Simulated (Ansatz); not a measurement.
Steps of a relaxation of FH$_{4}$PSi (`F[SiH2]P`) with RKS PBE0-D4/def2-TZVP.

```sh
$ ansatz run in.yaml --threads 2 --pin off --events-out ev --progress --plain --max-ram 4352MiB
```

```yaml
crystal:
  periodic: [false, false, false]
  atoms:
    - {symbol: F, position_ang: [-2.123938, -0.108647, 0.215524]}
    - {symbol: Si, position_ang: [-0.626153, -0.192038, -0.451878]}
    - {symbol: P, position_ang: [0.910534, -0.233761, 1.219589]}
    - {symbol: H, position_ang: [-0.513184, -1.479679, -1.219493]}
    - {symbol: H, position_ang: [-0.486748, 0.976796, -1.387165]}
    - {symbol: H, position_ang: [0.931400, 1.202430, 1.340637]}
    - {symbol: H, position_ang: [1.969389, -0.233100, 0.237186]}
basis:
  gaussian: {orbitals: def2-TZVP}
hamiltonian: {xc: pbe0, dispersion: d4}
relax: {f_tol: 0.005, max_steps: 150}
```

Positions (Å) and forces (eV/Å) along the path, 7 of 7 steps:

```xyz
7
step=1 energy=-19942.3766 eV
F    -2.124   -0.109    0.216    1.098   -0.062   -0.501
Si   -0.626   -0.192   -0.452   -0.686    0.005    0.301
P     0.911   -0.234    1.220    0.056    0.450   -0.474
H    -0.513   -1.480   -1.219   -0.085    0.294    0.178
H    -0.487    0.977   -1.387   -0.077   -0.267    0.245
H     0.931    1.202    1.341   -0.009   -0.401   -0.016
H     1.969   -0.233    0.237   -0.296   -0.018    0.267
7
step=2 energy=-19942.4111 eV
F    -2.088   -0.108    0.216    0.620   -0.048   -0.311
Si   -0.610   -0.197   -0.455   -0.634    0.076    0.303
P     0.900   -0.224    1.211    0.079    0.115   -0.183
H    -0.526   -1.471   -1.220    0.014    0.070    0.055
H    -0.487    0.966   -1.375    0.000   -0.066    0.043
H     0.923    1.198    1.339   -0.018   -0.141   -0.031
H     1.948   -0.232    0.238   -0.060   -0.005    0.124
7
step=3 energy=-19942.4188 eV
F    -2.089   -0.115    0.197    0.106    0.013    0.035
Si   -0.619   -0.187   -0.444   -0.151   -0.073   -0.059
P     0.903   -0.226    1.195    0.000   -0.001    0.125
H    -0.523   -1.454   -1.202    0.020   -0.059   -0.059
H    -0.500    0.969   -1.360    0.022    0.064   -0.040
H     0.915    1.187    1.309    0.034    0.063    0.050
H     1.974   -0.242    0.260   -0.032   -0.008   -0.052
7
step=4 energy=-19942.4209 eV
F    -2.084   -0.154    0.207   -0.067   -0.004   -0.009
Si   -0.624   -0.185   -0.450    0.079   -0.012    0.086
P     0.882   -0.196    1.221   -0.066   -0.006   -0.060
H    -0.485   -1.440   -1.230   -0.009    0.011   -0.003
H    -0.526    0.996   -1.341    0.003   -0.009   -0.021
H     0.956    1.222    1.269    0.032   -0.007    0.010
H     1.942   -0.312    0.279    0.029    0.027   -0.003
7
step=5 energy=-19942.4221 eV
F    -2.090   -0.137    0.199    0.018   -0.002    0.005
Si   -0.625   -0.188   -0.450   -0.018    0.024    0.007
P     0.888   -0.207    1.208    0.017   -0.005    0.018
H    -0.503   -1.451   -1.219    0.010   -0.010    0.001
H    -0.517    0.979   -1.358    0.004    0.009   -0.014
H     0.956    1.209    1.308   -0.021   -0.006   -0.007
H     1.953   -0.273    0.266   -0.009   -0.009   -0.009
7
step=6 energy=-19942.4224 eV
F    -2.088   -0.134    0.200    0.019    0.002    0.001
Si   -0.623   -0.187   -0.448   -0.029   -0.006    0.007
P     0.891   -0.210    1.209   -0.002    0.001    0.004
H    -0.502   -1.451   -1.215    0.005   -0.008   -0.007
H    -0.513    0.978   -1.359    0.007    0.008   -0.006
H     0.947    1.206    1.307    0.001    0.003    0.004
H     1.950   -0.271    0.261   -0.001    0.000   -0.003
7
step=7 energy=-19942.4224 eV
F    -2.087   -0.130    0.202    0.001    0.000    0.000
Si   -0.623   -0.188   -0.448    0.001    0.001   -0.001
P     0.891   -0.212    1.208    0.001    0.001    0.002
H    -0.504   -1.453   -1.215   -0.001   -0.001   -0.001
H    -0.509    0.976   -1.361   -0.001    0.000   -0.001
H     0.943    1.204    1.311   -0.001   -0.001    0.001
H     1.949   -0.266    0.257    0.001    0.000    0.000
```

It took 18 s on 2 threads of an Arm Neoverse V1 on a shared host, with 0.23 GiB of host memory at the peak.
